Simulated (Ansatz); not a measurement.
## Relative stability

Two isomers of H3S2O (charge +1), singlet, relaxed at PBE0-D4/def2-TZVP (vibrations not checked).

A:

```
atom    x (Å)    y (Å)    z (Å)
  O1   1.6330  -0.6237   0.2196
  S2   0.0986  -0.8898   0.5743
  S3  -0.8277   0.5206  -0.6964
  H4  -1.6869  -0.2608  -1.3952
  H5  -1.7801   1.0440   0.1132
  H6   2.0373  -0.0027   0.8472
```

B:

```
6
angstrom
S 0.4863 -0.0429 -0.4479
O -0.8268 -0.8910 -0.7514
S 0.6207 0.3135 1.5336
H -1.4912 -0.3478 -1.2097
H 1.3157 -1.1104 -0.4464
H 0.3056 1.6168 1.3785
```

Computed with Ansatz 0.2.0 (basis: def2-TZVPP); correlated methods freeze the cores. B3LYP uses VWN-RPA correlation.

(1) Which structure is lower at CCSD(T), and by how much? (To be estimated.)

T1 diagnostic: at most 0.017.

## Answers

(1) Computed: B, by 0.324 eV (electronic energy, against the other). By their contacts, A is H₃S₂O ([OH][S][SH2]), total charge +1 and B is H₃S₂O ([OH][SH][SH]), total charge +1.

All methods give the same order:

| method | E(B) − E(A) (eV) |
| --- | --- |
| PBE-D4 | -0.322 |
| r2SCAN-D4 | -0.370 |
| PBE0-D4 | -0.343 |
| B3LYP-D4 | -0.293 |
| wB97M-V | -0.313 |
| HF | -0.310 |
| MP2 | -0.379 |
| CCSD | -0.318 |
| CCSD(T) | -0.324 |

Labels in which every atom is bracketed show which atoms are joined, not bond orders.
